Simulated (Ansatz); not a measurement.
Two isomers of C3H5N: A = `C=C=CN`, B = `[C-]#[N+]CC`.

Isolated molecules relaxed with PBE0-D4/def2-TZVP in Ansatz; ΔE leaves out vibrations. CCSD(T)/CBS is the MP2 limit (def2-TZVPP, def2-QZVPP) plus CCSD(T) − MP2 in def2-TZVPP, frozen cores. Functionals use def2-TZVPP. B3LYP here is the variant with VWN-RPA as its local correlation; programs differ in this. Each species was taken in one conformer, which may not be the lowest.

Which isomer does CCSD(T)/CBS put lower? Give the gap. (Best estimate.)

The calculation gave: B, by 66.6 kJ/mol.

Give E(B) − E(A) in kJ/mol with ωB97M-V, B3LYP, HF/def2-TZVPP, CCSD(T)/def2-TZVPP, CCSD(T)/def2-SVP, LDA (SPW92), PBE0-D4. (Estimate.)

Computed: ωB97M-V -67.3, B3LYP -50.2, HF/def2-TZVPP -103.6, CCSD(T)/def2-TZVPP -74.2, CCSD(T)/def2-SVP -91.2, LDA (SPW92) -15.9, PBE0-D4 -47.1. None reverses the order clearly.

Does the order hold for the free energy at 298.15 K (harmonic terms from PBE0-D4)? (Best estimate.)

The calculation gave: Yes: G(B) − G(A) = -65.6 kJ/mol, for one conformer each.

Largest T1 diagnostic: 0.012.

In def2-TZVPP, CCSD(T) changes the Hartree–Fock value by +29.4 kJ/mol (the triples alone add +4.2 kJ/mol) and MP2 by +27.7 kJ/mol. At CCSD(T), def2-SVP lies −24.5 kJ/mol from the extrapolated value and def2-TZVPP −7.5 kJ/mol.
